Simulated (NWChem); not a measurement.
**[C3H3N2]− (SMILES c1cn[n-]c1) at 5 levels**

Aim: a comparison of 5 runs (HF/STO-3G, HF/3-21G, B3LYP/6-31G*, PBE/6-31+G*) of [C3H3N2]−. 

The results are computed with NWChem 7.3.0.

### 1 The structure to begin with

The species is [C3H3N2]− (8 atoms), meant as a singlet with charge -1. SMILES: `c1cn[n-]c1`. Geometry: relaxed at GFN2-xTB.

Bond lengths: C1–C2 1.392 Å, C2–N3 1.334 Å, N3–N4 1.341 Å, C1–C5 1.392 Å, N4–C5 1.335 Å, C1–H6 1.083 Å, C2–H7 1.085 Å, C5–H8 1.085 Å. Some angles: C1–C2–N3 110.6°, C2–C1–C5 102.5°, C2–N3–N4 108.1°, N3–N4–C5 108.1°, C1–C5–N4 110.6°, C1–C2–H7 128.5°, N3–C2–H7 120.9°, C2–C1–H6 128.7°, C5–C1–H6 128.7°, C1–C5–H8 128.6°.

### 2 Energy and gradient at HF/STO-3G (run 1)

Contents of c3h3n2.xyz:

```xyz
8
C3H3N2 hf
C     -0.448060     0.373480     0.510530
C      0.917670     0.113110     0.576970
N      1.320970    -0.558690    -0.502800
N      0.255830    -0.755820    -1.293510
C     -0.806880    -0.205430    -0.703060
H     -1.073940     0.895440     1.223730
H      1.619790     0.383840     1.358660
H     -1.785380    -0.245920    -1.170520
```

Contents of run.py:

```python
from ase.io import read
from ase.calculators.nwchem import NWChem

system = read('c3h3n2.xyz')

calc = NWChem(
    label='c3h3n2',
    theory='scf',
    memory='2200 mb',
    basis='STO-3G',
    basispar='spherical bse',
    charge=-1,
    scf={'nopen': '0', 'rhf': None, 'thresh': '1e-08', 'maxiter': '80'},
)
system.calc = calc

forces = system.get_forces()
print(f"energy = {system.get_potential_energy():.6f} eV")
print("forces (eV/A):")
for s, f in zip(system.symbols, forces):
    print(f"{s:2s} {f[0]:10.5f} {f[1]:10.5f} {f[2]:10.5f}")
print("dipole (e A):", system.get_dipole_moment().round(4))
```

Command:

```sh
$ export ASE_NWCHEM_COMMAND="nwchem PREFIX.nwi > PREFIX.nwo"
$ python run.py
```

The log of the run:

```text
energy = -6021.132305 eV
forces (eV/A):
C    -0.09097    0.07909    0.10742
C    -0.65851    0.90565    1.40752
N     2.17901   -0.60524   -0.23844
N    -0.21844   -1.03256   -2.00191
C    -1.34320    0.75678    0.86245
H     0.18466   -0.15375   -0.20954
H    -0.17257   -0.00360   -0.07636
H     0.11997    0.05363    0.14887
dipole (e A): [-0.5437  0.4533  0.6195]
```

The calculator wrote c3h3n2.nwi:

```
title "c3h3n2"

permanent_dir c3h3n2

scratch_dir c3h3n2

start c3h3n2

geometry units angstrom nocenter noautosym noautoz
  C  -4.4806000000000001e-01 3.7347999999999998e-01 5.1053000000000004e-01
  C  9.1766999999999999e-01 1.1311000000000000e-01 5.7696999999999998e-01
  N  1.3209700000000000e+00 -5.5869000000000002e-01 -5.0280000000000002e-01
  N  2.5583000000000000e-01 -7.5582000000000005e-01 -1.2935099999999999e+00
  C  -8.0688000000000004e-01 -2.0543000000000000e-01 -7.0306000000000002e-01
  H  -1.0739399999999999e+00 8.9544000000000001e-01 1.2237300000000000e+00
  H  1.6197900000000001e+00 3.8384000000000001e-01 1.3586600000000000e+00
  H  -1.7853800000000000e+00 -2.4592000000000000e-01 -1.1705200000000000e+00
end

charge -1

memory 2200 mb

basis spherical bse noprint
   * library STO-3G
end

scf
  nopen 0
  rhf
  thresh 1e-08
  maxiter 80
end

task scf gradient
```

c3h3n2.nwo, cut to the lines that bear on the results:

```text
[...]
      One-electron energy =   -617.259070533589
[... 1 line left out ...]
 Nuclear repulsion energy =    154.169266341315
[... 36 lines left out ...]
                       ROHF Final Molecular Orbital Analysis
[... 212 lines left out ...]
     1   1 0 0     -1.027453      0.000000     14.691580
[...]
  wavefunction    =   RHF
                         RHF ENERGY GRADIENTS
    atom               coordinates                        gradient
                 x          y          z           x          y          z
   1 C      -0.846711   0.705775   0.964762    0.001769  -0.001538  -0.002089
   2 C       1.734145   0.213747   1.090315    0.012806  -0.017612  -0.027372
   3 N       2.496271  -1.055771  -0.950154   -0.042375   0.011770   0.004637
[... 4 lines of this table left out ...]
   8 H      -3.373879  -0.464721  -2.211962   -0.002333  -0.001043  -0.002895
[...]
```

Run time: 2.8 s. Hardware: 1 thread of Intel Xeon Platinum 8375C at 2.90GHz (Ice Lake), shared host; peak memory 0.099 GiB.

### 3 Energy and forces at HF/3-21G (run 2)

Contents of run.py:

```python
from ase import Atoms
from ase.calculators.nwchem import NWChem

molecule = Atoms(['C', 'C', 'N', 'N', 'C', 'H', 'H', 'H'], positions=[
    [-0.448060, 0.373480, 0.510530],
    [0.917670, 0.113110, 0.576970],
    [1.320970, -0.558690, -0.502800],
    [0.255830, -0.755820, -1.293510],
    [-0.806880, -0.205430, -0.703060],
    [-1.073940, 0.895440, 1.223730],
    [1.619790, 0.383840, 1.358660],
    [-1.785380, -0.245920, -1.170520],
])

calc = NWChem(
    label='nw',
    theory='scf',
    memory='2200 mb',
    basis='3-21G',
    basispar='spherical bse',
    charge=-1,
    scf={'nopen': '0', 'rhf': None, 'thresh': '1e-08', 'maxiter': '80'},
)
molecule.calc = calc

forces = molecule.get_forces()
print(f"energy = {molecule.get_potential_energy():.6f} eV")
print("forces (eV/A):")
for s, f in zip(molecule.symbols, forces):
    print(f"{s:2s} {f[0]:10.5f} {f[1]:10.5f} {f[2]:10.5f}")
print("dipole (e A):", molecule.get_dipole_moment().round(4))
```

Command:

```sh
$ export ASE_NWCHEM_COMMAND="nwchem PREFIX.nwi > PREFIX.nwo"
$ python run.py
```

The log of the run:

```text
energy = -6065.765390 eV
forces (eV/A):
C    -0.45874    0.38572    0.52641
C     0.56461    0.41724    0.99522
N     1.46306   -0.07436    0.45565
N    -0.80008   -0.48044   -1.21546
C    -1.16785    0.07919   -0.31861
H     0.31671   -0.26400   -0.36016
H    -0.37024   -0.10917   -0.35060
H     0.45257    0.04577    0.26750
dipole (e A): [-0.6347  0.5292  0.7231]
```

The calculator wrote nw.nwi:

```
title "nw"

permanent_dir nw

scratch_dir nw

start nw

geometry units angstrom nocenter noautosym noautoz
  C  -4.4806000000000001e-01 3.7347999999999998e-01 5.1053000000000004e-01
  C  9.1766999999999999e-01 1.1311000000000000e-01 5.7696999999999998e-01
  N  1.3209700000000000e+00 -5.5869000000000002e-01 -5.0280000000000002e-01
  N  2.5583000000000000e-01 -7.5582000000000005e-01 -1.2935099999999999e+00
  C  -8.0688000000000004e-01 -2.0543000000000000e-01 -7.0306000000000002e-01
  H  -1.0739399999999999e+00 8.9544000000000001e-01 1.2237300000000000e+00
  H  1.6197900000000001e+00 3.8384000000000001e-01 1.3586600000000000e+00
  H  -1.7853800000000000e+00 -2.4592000000000000e-01 -1.1705200000000000e+00
end

charge -1

memory 2200 mb

basis spherical bse noprint
   * library 3-21G
end

scf
  nopen 0
  rhf
  thresh 1e-08
  maxiter 80
end

task scf gradient
```

nw.nwo, cut to the lines that bear on the results:

```text
[...]
      One-electron energy =   -615.663679083207
[... 1 line left out ...]
 Nuclear repulsion energy =    154.169266341315
[... 36 lines left out ...]
                       ROHF Final Molecular Orbital Analysis
[... 206 lines left out ...]
     1   1 0 0     -1.199406      0.000000     14.691580
[...]
  wavefunction    =   RHF
                         RHF ENERGY GRADIENTS
    atom               coordinates                        gradient
                 x          y          z           x          y          z
   1 C      -0.846711   0.705775   0.964762    0.008921  -0.007501  -0.010237
   2 C       1.734145   0.213747   1.090315   -0.010980  -0.008114  -0.019354
   3 N       2.496271  -1.055771  -0.950154   -0.028452   0.001446  -0.008861
[... 4 lines of this table left out ...]
   8 H      -3.373879  -0.464721  -2.211962   -0.008801  -0.000890  -0.005202
[...]
```

Wall time 3.3 s (1 thread of Intel Xeon Platinum 8375C at 2.90GHz (Ice Lake), shared host); peak memory 0.099 GiB.

Runs 3 to 4 aren't shown in full; the table further down has their settings and results.

### 4 Energy and forces at PBE/6-31+G(d) (spherical functions) (run 5)

Contents of mymol.nw:

```
echo
start mymol
title "C3H3N2"
memory total 2200 mb
charge -1

geometry units angstrom noautosym nocenter noautoz
C       -0.448060       0.373480       0.510530
C        0.917670       0.113110       0.576970
N        1.320970      -0.558690      -0.502800
N        0.255830      -0.755820      -1.293510
C       -0.806880      -0.205430      -0.703060
H       -1.073940       0.895440       1.223730
H        1.619790       0.383840       1.358660
H       -1.785380      -0.245920      -1.170520
end

basis spherical bse
* library 6-31+G*
end

dft
xc xpbe96 cpbe96
mult 1
grid fine
convergence energy 1e-08
maxiter 100
mulliken
end

task dft gradient
```

Command:

```sh
$ nwchem mymol.nw > mymol.out
```

The log of the run:

```text
[...]
          Wavefunction type:  closed shell.
          No. of atoms     :     8
          No. of electrons :    36
[...]
          Charge           :    -1
          Spin multiplicity:     1
[...]
          AO basis - number of functions:    96
[...]
              XC Information
              --------------
          PerdewBurkeErnzerhof Exchange Functional  1.000
            Perdew 1991 LDA Correlation Functional  1.000 local
           PerdewBurkeErnz. Correlation Functional  1.000 non-local
[...]
 d= 0,ls=0.0,diis     1   -225.2119537746 -3.79D+02  2.36D-02  1.22D+00     2.4
[...]
 d= 0,ls=0.0,diis    12   -225.3629237799 -3.37D-11  2.26D-07  4.12D-11    22.9
         Total DFT energy =     -225.362923779912
      One electron energy =     -617.249377424687
           Coulomb energy =      268.865189195944
    Exchange-Corr. energy =      -31.148001892485
 Nuclear repulsion energy =      154.169266341316
[...]
      Total Density - Mulliken Population Analysis
     ---------------------------------------------
    Atom       Charge   Shell Charges
 -----------   ------   -------------------------------------------------------
    1 C    6     6.20   2.00  0.68  2.11  0.53  0.86 -0.24  0.24  0.03
    2 C    6     6.35   2.00  0.69  2.09  0.48  0.75  0.10  0.19  0.05
    3 N    7     7.24   2.00  0.81  2.38  0.90  1.05 -0.02  0.06  0.05
    4 N    7     7.24   2.00  0.81  2.38  0.90  1.05 -0.02  0.06  0.05
    5 C    6     6.35   2.00  0.69  2.09  0.48  0.75  0.10  0.19  0.05
    6 H    1     0.88   0.53  0.34
    7 H    1     0.88   0.54  0.34
    8 H    1     0.88   0.54  0.34
[...]
  wavefunction    = closed shell
                         DFT ENERGY GRADIENTS
    atom               coordinates                        gradient
                 x          y          z           x          y          z
   1 C      -0.846711   0.705775   0.964762    0.011675  -0.009805  -0.013412
   2 C       1.734145   0.213747   1.090315   -0.005509  -0.008568  -0.018008
   3 N       2.496271  -1.055771  -0.950154   -0.030249   0.010994   0.008089
   4 N       0.483449  -1.428293  -2.444379   -0.002042   0.015969   0.028789
   5 C      -1.524782  -0.388206  -1.328591    0.020153  -0.003506   0.001555
   6 H      -2.029452   1.692136   2.312514    0.004782  -0.003992  -0.005462
   7 H       3.060959   0.725352   2.567495   -0.006032  -0.001754  -0.005652
   8 H      -3.373879  -0.464721  -2.211962    0.007221   0.000662   0.004101
[...]
```

Wall time 28 s (1 thread of Intel Xeon Platinum 8375C at 2.90GHz (Ice Lake), shared host); peak memory 0.12 GiB.

### 5 Overview of the runs

| run | level | Cartesian functions | iteration cap | energy (Eh) | HOMO energy (eV) | LUMO energy (eV) | HOMO–LUMO gap (eV) | wall time |
| --- | --- | --- | --- | --- | --- | --- | --- | --- |
| 1 | HF/STO-3G | no | 80 | -221.272533 | 0.13 | 17.10 | 16.97 | 2.8 s |
| 2 | HF/3-21G | no | 80 | -222.912768 | -2.85 | 12.63 | 15.47 | 3.3 s |
| 3 | B3LYP/6-31G* (Cartesian functions) | yes | 100 | -225.601597 | – | – | – | 36 s |
| 4 | B3LYP/6-31G* (spherical functions) | no | 100 | -225.595839 | 0.00 | 7.92 | 7.93 | 33 s |
| 5 | PBE/6-31+G* (spherical functions) | no | 100 | -225.362924 | 0.25 | 3.67 | 3.42 | 28 s |

### 6 Summary of results

| quantity | value |
| --- | --- |
| run 5: total energy | -225.36292 Eh |
| run 5: HOMO energy | 0.25 eV |
| run 5: LUMO energy | 3.67 eV |
| run 5: HOMO–LUMO gap (to an unbound level, set by the basis) | 3.42 eV |
| run 5: largest force on an atom | 1.706 eV/Å |

**Reading.** Over runs 1, 2, 4, 5 the HOMO–LUMO gap runs from 3.42 eV (PBE/6-31+G*) to 16.97 eV (HF/STO-3G). The two ends differ in method and basis. The empty levels of an anion lie above zero and hang on the basis. Totals of different functionals can't be ranked against each other. In runs 1, 5 the HOMO lies above zero, so the outermost electron may be held by the basis alone. In run 1 the basis is minimal, so the values are rough. All runs together took 1.7 min, the longest 36 s.
